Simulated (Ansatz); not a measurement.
A made-up structure of CH₂BSi, doublet:

```
5
angstrom
B 0.4817 -0.3764 -0.2923
C -0.5499 0.4292 0.3336
Si -1.7619 1.3764 1.0688
H -2.3025 2.5022 1.7447
H 1.6332 -0.0387 -0.2410
```

It is relaxed with PBE-D4/def2-SVP and then PBE0-D4/def2-TZVP (Ansatz 0.2.0). Atoms count as bonded within 1.22 times the sum of their covalent radii (H–H: 0.88 Å). The end point is not checked to be a true minimum.

Task: Does its bonding change? (A judgement: the text doesn't fix the answer.)

Result: The calculation gives: No: no bond forms or breaks.

Where it ends: The first stage lowers the energy by 1.56 eV in 9 steps. It ends as CH₂BSi ([BH][C][SiH]):
```
5
angstrom
B 0.6170 0.0697 -0.0397
C -0.4346 0.7502 0.4982
Si -2.0223 1.1449 0.9103
H -2.2212 2.3997 1.7238
H 1.5617 -0.4718 -0.4786
```

Labels in which every atom is bracketed show which atoms are joined, not bond orders.

For scale, one of the runs: PBE0-D4/def2-TZVP relaxation, 111 basis functions, launched by `ansatz run in.yaml --threads 2 --pin off --events-out ev --progress --plain --max-ram 4352MiB`. The run took about 20 s on 2 CPU threads of an Arm Neoverse V1 (shared host).
